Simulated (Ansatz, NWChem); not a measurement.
# B2NH4 (SMILES B[N]B): from total energies to a heat of formation

The species is B2NH4 (7 atoms), meant as a doublet with charge 0. As SMILES, `B[N]B`. Geometry: relaxed at PBE0-D4/def2-TZVP.

Total energies at USVWN5/LANL2DZ (NWChem 7.3.0); the atoms run unrestricted:

```
species    state  energy (Eh)
  B2NH4  doublet  -105.762411
      B  doublet   -24.348829
      N  quartet   -54.122437
      H  doublet    -0.474355
```

Harmonic wavenumbers at UPBE0-D4/def2-TZVP, in cm⁻¹: 127, 166, 226, 735, 871, 940, 966, 970, 1137, 1185, 1547, 2517, 2527, 2586, 2590.

Measured heats of formation of the gaseous atoms at 298.15 K, in kJ/mol: B 570.3, N 472.4, H 218.0. Take 1 Eh = 2625.50 kJ/mol, 1 cm⁻¹ = 0.0119627 kJ/mol, RT = 2.479 kJ/mol.

Problem. What heat of formation follows?

Solution. 
1. Electronic atomisation energy: 2 × (-24.348829) + (-54.122437) + 4 × (-0.474355) − (-105.762411) = 1.044896 Eh = 2743.4 kJ/mol.
2. Zero-point energy: half the sum of the wavenumbers, 9545 cm⁻¹ = 114.2 kJ/mol.
3. Thermal vibrational enthalpy, Σ hcν̃/(exp(hcν̃/kT) − 1): 5.7 kJ/mol. Translation, rotation and pV of a non-linear molecule: 4 RT = 9.9 kJ/mol.
4. The 7 free atoms carry 5/2 RT each: 43.4 kJ/mol.
5. Atomisation enthalpy at 298 K: 2743.4 − 114.2 − 5.7 − 9.9 + 43.4 = 2657.0 kJ/mol.
6. Sum of the atoms' heats of formation: 2485.0 kJ/mol. Heat of formation: 2485.0 − 2657.0 = -172.0 kJ/mol.

No measured value is set beside it here. The LDA overbinds, which puts heats of formation too low. Anharmonicity and any spin-orbit splitting of the molecule are left out.
